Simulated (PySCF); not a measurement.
Proton affinity of pyrazolidine, site by site

Molecule: pyrazolidine, `C1CNNC1` (C3H8N2). Optimised structure (Å), atoms numbered from 1:
```
C     0.4851    0.9484   -0.1979
C     1.1924   -0.4300   -0.0029
N     0.1344   -1.3846    0.3707
N    -0.9660   -0.8831   -0.4213
C    -1.0150    0.5669   -0.1653
H     0.7649    1.4052   -1.1518
H     0.7314    1.6588    0.5974
H     1.6396   -0.7676   -0.9422
H     1.9676   -0.4201    0.7687
H    -0.0728   -1.2025    1.3655
H    -1.8132   -1.3734   -0.1436
H    -1.6088    1.0710   -0.9346
H    -1.4496    0.8135    0.8216
```

These are calculated values, B3LYP-D3(BJ)/def2-TZVP in PySCF (grid level 2) at geometries from B3LYP/6-31G*. Zero-point and thermal terms (298.15 K, 1 bar) come from unscaled B3LYP/6-31G* harmonic frequencies, with soft modes damped to free rotors in the entropy.

```csv
site,product,PA / eV,GB / eV
N3 (amine nitrogen),C1CN[NH2+]C1,9.68,9.38
```

PA is −ΔH and GB is −ΔG of B + H⁺ → BH⁺ in the gas phase. Sites whose products fell apart, merged with another or lost in a GFN2-xTB screen aren't listed.

In chloroform the product from N3 is solvated 2.06 eV more strongly than the parent (electrostatics only).

Run with `OMP_NUM_THREADS=1 python redox_run.py task.json out` on 1 thread of Intel Xeon 6975P-C, a shared host. Structures, frequencies and single points: 5.7 min of wall time.
